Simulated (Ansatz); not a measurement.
A short molecular-dynamics run on `NC(N)=C=S`.

```yaml
crystal:
  periodic: [false, false, false]
  atoms:
    - {symbol: N, position_ang: [-1.246534, -0.370478, 0.415359]}
    - {symbol: C, position_ang: [0.017160, 0.032241, -0.041880]}
    - {symbol: N, position_ang: [1.077996, -0.607364, 0.616681]}
    - {symbol: C, position_ang: [0.190552, 0.923875, -0.996332]}
    - {symbol: S, position_ang: [0.396231, 1.981664, -2.128788]}
    - {symbol: H, position_ang: [-2.001177, 0.167817, 0.016347]}
    - {symbol: H, position_ang: [-1.398397, -1.363283, 0.276267]}
    - {symbol: H, position_ang: [1.074320, -0.414399, 1.612079]}
    - {symbol: H, position_ang: [1.978550, -0.396274, 0.213067]}
basis:
  gaussian: {orbitals: "6-31G*"}
hamiltonian: {xc: {name: r2SCAN}}
md: {timestep: 1 fs, n_steps: 50, ensemble: nvt_nose_hoover, temperature: 1500, initial_velocities: maxwell_boltzmann, seed: 302}
```

```sh
$ ansatz run in.yaml --threads 2 --pin off --events-out ev --progress --plain --max-ram 4352MiB
```

```json
{"step": "0", "time (fs)": "0.0", "potential energy (eV)": "-15948.4423", "kinetic (eV)": "1.3572", "T (K)": "1500", "conserved (eV)": "-15947.0850"}
{"step": "1", "time (fs)": "1.0", "potential energy (eV)": "-15948.1693", "kinetic (eV)": "1.1128", "T (K)": "1230", "conserved (eV)": "-15947.0565"}
{"step": "2", "time (fs)": "2.0", "potential energy (eV)": "-15947.8983", "kinetic (eV)": "0.8790", "T (K)": "971", "conserved (eV)": "-15947.0193"}
{"step": "3", "time (fs)": "3.0", "potential energy (eV)": "-15948.0644", "kinetic (eV)": "0.9942", "T (K)": "1099", "conserved (eV)": "-15947.0703"}
{"step": "4", "time (fs)": "4.0", "potential energy (eV)": "-15948.0588", "kinetic (eV)": "0.9845", "T (K)": "1088", "conserved (eV)": "-15947.0745"}
{"step": "5", "time (fs)": "5.0", "potential energy (eV)": "-15947.7341", "kinetic (eV)": "0.6863", "T (K)": "758", "conserved (eV)": "-15947.0483"}
{"step": "6", "time (fs)": "6.0", "potential energy (eV)": "-15947.4415", "kinetic (eV)": "0.4088", "T (K)": "452", "conserved (eV)": "-15947.0334"}
{"step": "7", "time (fs)": "7.0", "potential energy (eV)": "-15947.4177", "kinetic (eV)": "0.3851", "T (K)": "426", "conserved (eV)": "-15947.0334"}
{"step": "8", "time (fs)": "8.0", "potential energy (eV)": "-15947.6631", "kinetic (eV)": "0.6167", "T (K)": "682", "conserved (eV)": "-15947.0475"}
{"step": "9", "time (fs)": "9.0", "potential energy (eV)": "-15947.9509", "kinetic (eV)": "0.8796", "T (K)": "972", "conserved (eV)": "-15947.0730"}
{"step": "10", "time (fs)": "10.0", "potential energy (eV)": "-15947.9282", "kinetic (eV)": "0.8564", "T (K)": "947", "conserved (eV)": "-15947.0741"}
{"step": "11", "time (fs)": "11.0", "potential energy (eV)": "-15947.6576", "kinetic (eV)": "0.6328", "T (K)": "699", "conserved (eV)": "-15947.0279"}
{"step": "12", "time (fs)": "12.0", "potential energy (eV)": "-15947.7251", "kinetic (eV)": "0.6828", "T (K)": "755", "conserved (eV)": "-15947.0459"}
{"step": "13", "time (fs)": "13.0", "potential energy (eV)": "-15947.9327", "kinetic (eV)": "0.8611", "T (K)": "952", "conserved (eV)": "-15947.0761"}
{"step": "14", "time (fs)": "14.0", "potential energy (eV)": "-15947.8352", "kinetic (eV)": "0.7789", "T (K)": "861", "conserved (eV)": "-15947.0617"}
{"step": "15", "time (fs)": "15.0", "potential energy (eV)": "-15947.5723", "kinetic (eV)": "0.5361", "T (K)": "593", "conserved (eV)": "-15947.0423"}
{"step": "16", "time (fs)": "16.0", "potential energy (eV)": "-15947.4261", "kinetic (eV)": "0.3978", "T (K)": "440", "conserved (eV)": "-15947.0351"}
{"step": "17", "time (fs)": "17.0", "potential energy (eV)": "-15947.5123", "kinetic (eV)": "0.4791", "T (K)": "529", "conserved (eV)": "-15947.0407"}
{"step": "18", "time (fs)": "18.0", "potential energy (eV)": "-15947.7403", "kinetic (eV)": "0.6907", "T (K)": "763", "conserved (eV)": "-15947.0579"}
{"step": "19", "time (fs)": "19.0", "potential energy (eV)": "-15947.8575", "kinetic (eV)": "0.7977", "T (K)": "882", "conserved (eV)": "-15947.0695"}
{"step": "20", "time (fs)": "20.0", "potential energy (eV)": "-15947.7372", "kinetic (eV)": "0.6977", "T (K)": "771", "conserved (eV)": "-15947.0505"}
{"step": "21", "time (fs)": "21.0", "potential energy (eV)": "-15947.6362", "kinetic (eV)": "0.6042", "T (K)": "668", "conserved (eV)": "-15947.0443"}
{"step": "22", "time (fs)": "22.0", "potential energy (eV)": "-15947.6951", "kinetic (eV)": "0.6577", "T (K)": "727", "conserved (eV)": "-15947.0510"}
{"step": "23", "time (fs)": "23.0", "potential energy (eV)": "-15947.7908", "kinetic (eV)": "0.7402", "T (K)": "818", "conserved (eV)": "-15947.0656"}
{"step": "24", "time (fs)": "24.0", "potential energy (eV)": "-15947.7084", "kinetic (eV)": "0.6679", "T (K)": "738", "conserved (eV)": "-15947.0570"}
{"step": "25", "time (fs)": "25.0", "potential energy (eV)": "-15947.5287", "kinetic (eV)": "0.5044", "T (K)": "558", "conserved (eV)": "-15947.0423"}
{"step": "26", "time (fs)": "26.0", "potential energy (eV)": "-15947.4610", "kinetic (eV)": "0.4437", "T (K)": "490", "conserved (eV)": "-15947.0364"}
{"step": "27", "time (fs)": "27.0", "potential energy (eV)": "-15947.5965", "kinetic (eV)": "0.5755", "T (K)": "636", "conserved (eV)": "-15947.0414"}
{"step": "28", "time (fs)": "28.0", "potential energy (eV)": "-15947.8538", "kinetic (eV)": "0.8180", "T (K)": "904", "conserved (eV)": "-15947.0582"}
{"step": "29", "time (fs)": "29.0", "potential energy (eV)": "-15947.9837", "kinetic (eV)": "0.9324", "T (K)": "1030", "conserved (eV)": "-15947.0761"}
{"step": "30", "time (fs)": "30.0", "potential energy (eV)": "-15947.7830", "kinetic (eV)": "0.7534", "T (K)": "833", "conserved (eV)": "-15947.0569"}
{"step": "31", "time (fs)": "31.0", "potential energy (eV)": "-15947.5653", "kinetic (eV)": "0.5639", "T (K)": "623", "conserved (eV)": "-15947.0306"}
{"step": "32", "time (fs)": "32.0", "potential energy (eV)": "-15947.6706", "kinetic (eV)": "0.6438", "T (K)": "711", "conserved (eV)": "-15947.0579"}
{"step": "33", "time (fs)": "33.0", "potential energy (eV)": "-15947.7418", "kinetic (eV)": "0.7047", "T (K)": "779", "conserved (eV)": "-15947.0705"}
{"step": "34", "time (fs)": "34.0", "potential energy (eV)": "-15947.5489", "kinetic (eV)": "0.5319", "T (K)": "588", "conserved (eV)": "-15947.0524"}
{"step": "35", "time (fs)": "35.0", "potential energy (eV)": "-15947.3078", "kinetic (eV)": "0.3079", "T (K)": "340", "conserved (eV)": "-15947.0367"}
{"step": "36", "time (fs)": "36.0", "potential energy (eV)": "-15947.2543", "kinetic (eV)": "0.2595", "T (K)": "287", "conserved (eV)": "-15947.0326"}
{"step": "37", "time (fs)": "37.0", "potential energy (eV)": "-15947.4550", "kinetic (eV)": "0.4537", "T (K)": "501", "conserved (eV)": "-15947.0404"}
{"step": "38", "time (fs)": "38.0", "potential energy (eV)": "-15947.7834", "kinetic (eV)": "0.7644", "T (K)": "845", "conserved (eV)": "-15947.0606"}
{"step": "39", "time (fs)": "39.0", "potential energy (eV)": "-15947.9465", "kinetic (eV)": "0.9168", "T (K)": "1013", "conserved (eV)": "-15947.0747"}
{"step": "40", "time (fs)": "40.0", "potential energy (eV)": "-15947.8028", "kinetic (eV)": "0.8050", "T (K)": "890", "conserved (eV)": "-15947.0463"}
{"step": "41", "time (fs)": "41.0", "potential energy (eV)": "-15947.7427", "kinetic (eV)": "0.7575", "T (K)": "837", "conserved (eV)": "-15947.0369"}
{"step": "42", "time (fs)": "42.0", "potential energy (eV)": "-15947.8923", "kinetic (eV)": "0.8814", "T (K)": "974", "conserved (eV)": "-15947.0662"}
{"step": "43", "time (fs)": "43.0", "potential energy (eV)": "-15947.8591", "kinetic (eV)": "0.8514", "T (K)": "941", "conserved (eV)": "-15947.0668"}
{"step": "44", "time (fs)": "44.0", "potential energy (eV)": "-15947.5825", "kinetic (eV)": "0.5970", "T (K)": "660", "conserved (eV)": "-15947.0478"}
{"step": "45", "time (fs)": "45.0", "potential energy (eV)": "-15947.3166", "kinetic (eV)": "0.3461", "T (K)": "383", "conserved (eV)": "-15947.0350"}
{"step": "46", "time (fs)": "46.0", "potential energy (eV)": "-15947.2592", "kinetic (eV)": "0.2919", "T (K)": "323", "conserved (eV)": "-15947.0334"}
{"step": "47", "time (fs)": "47.0", "potential energy (eV)": "-15947.4357", "kinetic (eV)": "0.4598", "T (K)": "508", "conserved (eV)": "-15947.0438"}
{"step": "48", "time (fs)": "48.0", "potential energy (eV)": "-15947.6809", "kinetic (eV)": "0.6867", "T (K)": "759", "conserved (eV)": "-15947.0650"}
{"step": "49", "time (fs)": "49.0", "potential energy (eV)": "-15947.7078", "kinetic (eV)": "0.7140", "T (K)": "789", "conserved (eV)": "-15947.0683"}
{"step": "50", "time (fs)": "50.0", "potential energy (eV)": "-15947.5460", "kinetic (eV)": "0.5900", "T (K)": "652", "conserved (eV)": "-15947.0339"}
```

Velocities are drawn at the set temperature; a run this short doesn't reach equilibrium.

Frames (Å, forces in eV/Å):

```xyz
9
time=0.0 fs
N    -1.247   -0.370    0.415   -0.075   -0.024    0.346
C     0.017    0.032   -0.042   -0.018   -0.090    0.097
N     1.078   -0.607    0.617    0.002   -0.350    0.054
C     0.191    0.924   -0.996   -0.026   -0.139    0.149
S     0.396    1.982   -2.129    0.111    0.569   -0.610
H    -2.001    0.168    0.016   -0.176    0.117   -0.104
H    -1.398   -1.363    0.276   -0.053   -0.238   -0.085
H     1.074   -0.414    1.612    0.025    0.094    0.240
H     1.979   -0.396    0.213    0.210    0.061   -0.087
9
time=2.0 fs
N    -1.267   -0.382    0.411    2.373    5.460    0.650
C     0.050    0.041   -0.031   -2.024   -0.440    0.229
N     1.077   -0.592    0.612   -3.293   -1.117    2.232
C     0.178    0.926   -0.997    0.317   -0.004    0.196
S     0.395    1.981   -2.129    0.037    0.547   -0.685
H    -1.941    0.178   -0.067   -0.864    0.122   -0.210
H    -1.388   -1.298    0.319   -0.765   -5.100   -0.758
H     1.137   -0.475    1.604   -0.335    0.228    0.791
H     1.926   -0.564    0.242    4.553    0.304   -2.446
9
time=4.0 fs
N    -1.282   -0.381    0.409    1.803    1.282   -0.257
C     0.077    0.049   -0.020   -3.541   -0.324   -0.178
N     1.070   -0.579    0.613    3.643   -1.867    1.147
C     0.167    0.927   -0.996    0.585    0.075    0.284
S     0.394    1.980   -2.129   -0.029    0.481   -0.705
H    -1.912    0.190   -0.156   -0.502   -0.614    0.252
H    -1.402   -1.392    0.337   -0.098    0.177   -0.485
H     1.188   -0.527    1.622   -0.577    0.325    0.014
H     2.010   -0.719    0.194   -1.283    0.465   -0.073
9
time=6.0 fs
N    -1.292   -0.375    0.406    1.104   -1.110   -0.850
C     0.093    0.055   -0.009   -4.166   -0.322   -0.484
N     1.071   -0.572    0.618    6.273   -2.844    0.886
C     0.158    0.929   -0.995    0.782    0.135    0.356
S     0.393    1.981   -2.131   -0.090    0.360   -0.634
H    -1.902    0.180   -0.236   -0.086   -1.061    0.741
H    -1.421   -1.491    0.335    0.335    3.161   -0.391
H     1.216   -0.566    1.641   -0.650    0.403   -0.738
H     2.060   -0.856    0.139   -3.501    1.277    1.114
9
time=8.0 fs
N    -1.298   -0.373    0.400    1.011   -1.107   -0.918
C     0.096    0.061    0.001   -3.788   -0.649   -0.350
N     1.090   -0.573    0.625    4.538   -2.319    0.192
C     0.151    0.932   -0.993    0.983    0.116    0.397
S     0.392    1.981   -2.133   -0.152    0.237   -0.492
H    -1.896    0.131   -0.289   -0.120   -0.749    0.763
H    -1.428   -1.476    0.318    0.469    2.827   -0.264
H     1.221   -0.591    1.635   -0.475    0.373   -0.254
H     1.982   -0.946    0.123   -2.465    1.270    0.926
9
time=10.0 fs
N    -1.302   -0.373    0.393    1.514    1.701   -0.301
C     0.086    0.064    0.009   -2.753   -0.998   -0.042
N     1.119   -0.579    0.632   -1.615    1.009    1.079
C     0.147    0.934   -0.989    1.154    0.051    0.411
S     0.391    1.982   -2.135   -0.206    0.104   -0.288
H    -1.896    0.055   -0.314   -0.522    0.175    0.245
H    -1.418   -1.360    0.291    0.288   -1.098   -0.195
H     1.207   -0.601    1.621   -0.123    0.184    0.811
H     1.819   -0.993    0.137    2.264   -1.129   -1.720
9
time=12.0 fs
N    -1.302   -0.367    0.384    1.546    4.351    0.443
C     0.068    0.064    0.017   -1.483   -0.937    0.004
N     1.146   -0.582    0.643   -2.945    2.525    0.546
C     0.147    0.937   -0.984    1.190   -0.008    0.428
S     0.389    1.983   -2.139   -0.231   -0.055   -0.057
H    -1.915   -0.015   -0.329   -0.661    0.921   -0.149
H    -1.397   -1.292    0.256    0.123   -4.892   -0.258
H     1.189   -0.605    1.635    0.166   -0.126    0.653
H     1.732   -1.081    0.089    2.294   -1.779   -1.610
9
time=14.0 fs
N    -1.297   -0.352    0.376   -0.080   -1.380   -0.404
C     0.045    0.062    0.025    0.014   -0.513   -0.292
N     1.165   -0.580    0.654   -0.334   -0.048   -2.605
C     0.151    0.940   -0.978    1.105   -0.082    0.466
S     0.387    1.984   -2.142   -0.231   -0.218    0.167
H    -1.958   -0.052   -0.348    0.050    0.814    0.296
H    -1.369   -1.380    0.214    0.450    0.383    0.562
H     1.177   -0.613    1.671    0.237   -0.401   -0.487
H     1.725   -1.226   -0.010   -1.211    1.446    2.296
9
time=16.0 fs
N    -1.293   -0.340    0.368   -1.215   -4.023   -0.760
C     0.022    0.057    0.032    1.439    0.033   -0.670
N     1.182   -0.577    0.659   -0.493   -0.500   -2.896
C     0.159    0.943   -0.970    0.971   -0.144    0.432
S     0.385    1.985   -2.145   -0.226   -0.383    0.415
H    -1.998   -0.059   -0.355    0.788    0.471    0.765
H    -1.326   -1.464    0.191    0.169    2.809    0.834
H     1.173   -0.637    1.690    0.135   -0.490   -1.076
H     1.680   -1.324   -0.030   -1.567    2.227    2.957
9
time=18.0 fs
N    -1.292   -0.339    0.357   -1.270   -4.145   -0.139
C     0.003    0.053    0.037    2.537    0.691   -0.996
N     1.198   -0.575    0.656   -1.730    0.867   -1.804
C     0.169    0.945   -0.960    0.818   -0.167    0.323
S     0.383    1.985   -2.147   -0.214   -0.523    0.646
H    -2.010   -0.046   -0.335    0.688    0.375    0.524
H    -1.277   -1.447    0.200   -0.306    2.507    0.705
H     1.174   -0.678    1.671   -0.079   -0.332   -0.483
H     1.578   -1.340    0.058   -0.444    0.727    1.225
9
time=20.0 fs
N    -1.294   -0.348    0.346   -0.391   -0.914    1.167
C    -0.007    0.051    0.039    3.079    1.144   -1.024
N     1.209   -0.570    0.649   -3.211    4.959    0.686
C     0.182    0.947   -0.950    0.660   -0.043    0.056
S     0.380    1.985   -2.149   -0.193   -0.654    0.865
H    -1.998   -0.019   -0.296   -0.165    0.481   -0.225
H    -1.239   -1.341    0.235   -0.681   -1.179    0.181
H     1.172   -0.732    1.635   -0.378    0.080    0.688
H     1.462   -1.340    0.186    1.281   -3.874   -2.395
9
time=22.0 fs
N    -1.298   -0.360    0.338    0.267    3.378    1.713
C    -0.008    0.053    0.038    2.763    0.985   -0.654
N     1.212   -0.554    0.642   -1.556    0.755   -0.824
C     0.198    0.948   -0.940    0.490    0.277   -0.407
S     0.377    1.984   -2.150   -0.161   -0.766    1.052
H    -1.992    0.026   -0.265   -0.589    0.265   -0.495
H    -1.226   -1.287    0.276   -0.750   -5.152   -0.277
H     1.155   -0.782    1.622   -0.588    0.649    0.751
H     1.384   -1.461    0.240    0.124   -0.390   -0.858
9
time=24.0 fs
N    -1.300   -0.364    0.335    0.605   -1.015    1.004
C     0.000    0.057    0.034    1.857    0.244   -0.159
N     1.210   -0.535    0.634   -0.859   -3.295   -0.649
C     0.214    0.951   -0.931    0.307    0.658   -0.949
S     0.374    1.982   -2.149   -0.114   -0.799    1.150
H    -2.005    0.080   -0.250   -0.043   -0.454   -0.032
H    -1.243   -1.397    0.309   -1.017    0.536   -0.280
H     1.117   -0.808    1.635   -0.496    1.135   -0.357
H     1.314   -1.602    0.258   -0.240    2.990    0.271
9
time=26.0 fs
N    -1.302   -0.370    0.335    0.467   -2.504    0.562
C     0.014    0.063    0.030    0.780   -0.397    0.084
N     1.206   -0.525    0.623   -0.977   -4.053    0.186
C     0.232    0.955   -0.924    0.063    0.824   -1.270
S     0.371    1.979   -2.147   -0.042   -0.687    1.084
H    -2.020    0.117   -0.237    0.496   -0.964    0.365
H    -1.297   -1.498    0.330   -0.645    3.239   -0.477
H     1.060   -0.792    1.636   -0.205    1.254   -0.761
H     1.237   -1.635    0.284    0.064    3.289    0.227
9
time=28.0 fs
N    -1.301   -0.383    0.336    0.665   -1.688    0.474
C     0.030    0.067    0.026   -0.198   -0.427   -0.202
N     1.199   -0.525    0.614   -1.111   -2.348    0.676
C     0.251    0.963   -0.922   -0.263    0.565   -1.066
S     0.368    1.975   -2.144    0.055   -0.381    0.775
H    -2.017    0.119   -0.211    0.335   -0.736    0.255
H    -1.376   -1.482    0.334   -0.081    2.771   -0.490
H     0.996   -0.728    1.611    0.101    0.971   -0.046
H     1.162   -1.548    0.317    0.497    1.273   -0.376
9
time=30.0 fs
N    -1.299   -0.400    0.338    1.654    2.313    0.643
C     0.046    0.070    0.022   -1.046   -0.132   -0.789
N     1.189   -0.531    0.606   -0.659    3.485    1.969
C     0.268    0.971   -0.923   -0.618   -0.002   -0.504
S     0.365    1.971   -2.140    0.162    0.063    0.294
H    -2.004    0.095   -0.177   -0.378    0.232   -0.239
H    -1.458   -1.370    0.319    0.086   -1.681   -0.362
H     0.934   -0.627    1.585    0.383    0.397    0.756
H     1.104   -1.424    0.334    0.415   -4.676   -1.769
9
time=32.0 fs
N    -1.293   -0.411    0.342    2.133    4.621    0.727
C     0.059    0.073    0.015   -1.727   -0.039   -1.312
N     1.178   -0.529    0.603   -0.497    1.380    1.383
C     0.283    0.980   -0.926   -0.917   -0.606    0.081
S     0.361    1.967   -2.135    0.258    0.566   -0.262
H    -2.004    0.079   -0.150   -0.570    0.948   -0.400
H    -1.540   -1.321    0.289    0.032   -4.234   -0.405
H     0.888   -0.512    1.584    0.709   -0.430    0.432
H     1.064   -1.452    0.291    0.580   -2.206   -0.244
9
time=34.0 fs
N    -1.281   -0.411    0.348   -0.474    0.188   -0.083
C     0.066    0.075    0.004   -1.963   -0.325   -1.418
N     1.165   -0.523    0.604   -0.494   -2.292    0.407
C     0.296    0.987   -0.929   -1.076   -1.005    0.408
S     0.359    1.963   -2.131    0.326    1.026   -0.770
H    -2.022    0.096   -0.137    0.302    0.475    0.142
H    -1.615   -1.410    0.245    1.675    0.934   -0.141
H     0.868   -0.412    1.599    0.902   -1.179   -0.274
H     1.045   -1.565    0.239    0.802    2.179    1.729
9
time=36.0 fs
N    -1.270   -0.409    0.354   -1.719   -0.905   -0.714
C     0.067    0.076   -0.012   -1.896   -0.850   -0.929
N     1.150   -0.523    0.606   -0.068   -2.576    0.224
C     0.305    0.991   -0.930   -1.115   -1.063    0.393
S     0.356    1.961   -2.128    0.371    1.338   -1.114
H    -2.030    0.131   -0.119    0.894   -0.173    0.526
H    -1.629   -1.474    0.196    2.084    2.752    0.053
H     0.882   -0.356    1.605    0.816   -1.418   -0.422
H     1.055   -1.604    0.248    0.632    2.896    1.983
9
time=38.0 fs
N    -1.263   -0.410    0.358   -1.047   -0.313   -0.740
C     0.062    0.075   -0.031   -1.546   -1.406    0.018
N     1.135   -0.530    0.609    0.491   -0.643    0.246
C     0.311    0.992   -0.930   -1.080   -0.821    0.160
S     0.354    1.960   -2.125    0.403    1.472   -1.272
H    -2.006    0.161   -0.082    0.449   -0.195    0.350
H    -1.566   -1.438    0.147    1.459    2.061    0.081
H     0.927   -0.353    1.596    0.500   -0.978    0.175
H     1.090   -1.538    0.331    0.371    0.823    0.982
9
time=40.0 fs
N    -1.259   -0.411    0.360    1.020    2.958    0.379
C     0.052    0.069   -0.050   -0.863   -1.865    1.206
N     1.122   -0.537    0.613    0.759    4.723    0.833
C     0.313    0.990   -0.930   -0.976   -0.427   -0.210
S     0.353    1.961   -2.125    0.417    1.423   -1.223
H    -1.967    0.185   -0.032   -0.639    0.253   -0.141
H    -1.449   -1.332    0.100   -0.114   -2.021   -0.770
H     0.991   -0.386    1.595    0.103   -0.049    0.862
H     1.140   -1.453    0.448    0.292   -4.996   -0.936
9
time=42.0 fs
N    -1.252   -0.404    0.364    1.332    3.201    0.889
C     0.039    0.057   -0.065    0.028   -1.691    2.102
N     1.111   -0.534    0.619    1.345    0.472    0.592
C     0.312    0.986   -0.930   -0.846   -0.161   -0.493
S     0.352    1.964   -2.126    0.413    1.251   -1.037
H    -1.950    0.218    0.013   -1.034    0.160   -0.398
H    -1.334   -1.297    0.023   -0.899   -2.887   -1.128
H     1.059   -0.422    1.623   -0.278    0.627    0.350
H     1.200   -1.525    0.538   -0.061   -0.972   -0.877
9
time=44.0 fs
N    -1.243   -0.389    0.369   -0.037   -1.229   -1.052
C     0.027    0.039   -0.073    1.049   -0.793    2.285
N     1.103   -0.529    0.627    2.264   -3.320    1.236
C     0.308    0.982   -0.932   -0.760   -0.219   -0.490
S     0.352    1.968   -2.128    0.395    1.020   -0.792
H    -1.970    0.255    0.044   -0.247   -0.651   -0.296
H    -1.252   -1.357   -0.091   -1.267    1.491    0.824
H     1.117   -0.435    1.663   -0.616    0.768   -0.846
H     1.258   -1.641    0.593   -0.781    2.933   -0.871
9
time=46.0 fs
N    -1.233   -0.377    0.371   -1.420   -2.593   -1.795
C     0.017    0.020   -0.074    2.179    0.490    1.771
N     1.102   -0.533    0.638    2.334   -3.493    1.103
C     0.302    0.977   -0.935   -0.752   -0.521   -0.236
S     0.352    1.974   -2.131    0.364    0.763   -0.525
H    -1.999    0.268    0.063    0.558   -1.055   -0.165
H    -1.218   -1.371   -0.177   -1.562    2.489    1.706
H     1.152   -0.419    1.674   -0.755    0.749   -0.985
H     1.287   -1.654    0.614   -0.946    3.170   -0.874
9
time=48.0 fs
N    -1.227   -0.372    0.369   -2.141   -2.449   -1.258
C     0.015    0.001   -0.070    3.157    1.700    0.923
N     1.106   -0.546    0.652    1.286   -0.540   -0.036
C     0.293    0.971   -0.940   -0.745   -0.790   -0.003
S     0.352    1.980   -2.135    0.315    0.466   -0.216
H    -2.009    0.243    0.077    0.539   -0.486   -0.153
H    -1.243   -1.293   -0.200   -1.494    1.244    1.446
H     1.159   -0.374    1.650   -0.577    0.708    0.087
H     1.282   -1.552    0.603   -0.340    0.146   -0.790
9
time=50.0 fs
N    -1.226   -0.373    0.364   -1.518    0.173    1.115
C     0.023   -0.012   -0.062    3.198    2.162    0.246
N     1.114   -0.559    0.666   -0.448    5.723   -0.452
C     0.282    0.962   -0.944   -0.616   -0.753   -0.086
S     0.353    1.987   -2.139    0.242    0.093    0.197
H    -2.000    0.201    0.084   -0.267    0.906   -0.197
H    -1.325   -1.176   -0.173   -1.268   -2.768   -0.737
H     1.145   -0.303    1.629   -0.232    0.275    0.781
H     1.266   -1.458    0.560    0.909   -5.809   -0.869
```

Hardware: 2 threads of an Arm Neoverse V1 on a shared host. Wall time 2.5 min, peak host memory 0.18 GiB.
